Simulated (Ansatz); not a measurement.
Worked example: correlation energy of B–SiH–F⁺, triplet

Geometry: that of the B–SiH–F, quartet, kept fixed.

```yaml
atoms:
  - { symbol: B, position_ang: [0.0000, -0.5010, 1.7973] }
  - { symbol: Si, position_ang: [0.0000, 0.3616, 0.1670] }
  - { symbol: F, position_ang: [0.0000, -0.3453, -1.2616] }
  - { symbol: H, position_ang: [0.0000, 1.8072, -0.1500] }
```

Basis cc-pVDZ; Ansatz 0.2.0. Only valence electrons are correlated (noble-gas cores frozen), which leaves 14 electrons in 44 orbitals. R marks a restricted (for open shells ROHF) determinant, U an unrestricted one.

Full CI isn't at hand for all of this; UCCSDT(Q) serves as the reference, and is uncertain by about the last step of the cluster series.

Runs differ by some tens of microhartree through their thresholds and, for an open shell, their frozen cores, so steps under 0.03 kcal/mol mean nothing.

| level | total energy (hartree) |
| --- | --- |
| UHF | -413.249489 |
| UMP2 | -413.539870 |
| UCCSD | -413.565098 |
| UCCSD(T) | -413.572393 |
| UCCSDT | -413.573603 |
| UCCSDT(Q) | -413.574321 |

Problem. What is the correlation energy at UCCSDT(Q), and what share of it do UMP2 and UCCSD(T) recover?

Solution. E(corr) = -413.574321 − (-413.249489) = -0.324832 hartree = -8.839 eV. UMP2: -0.290381 / -0.324832 = 89.39 %. UCCSD(T): -0.322904 / -0.324832 = 99.41 %.

Problem. By how many kcal/mol does UCCSD(T) miss UCCSDT(Q) (1 hartree = 627.509 kcal/mol), and which steps make up the rest?

Solution. -413.572393 − (-413.574321) = 0.001928 hartree = 1.21 kcal/mol. Steps: UCCSDT − UCCSD(T) = -0.76, UCCSDT(Q) − UCCSDT = -0.45 kcal/mol. Differences between like states or geometries often cancel part of this.
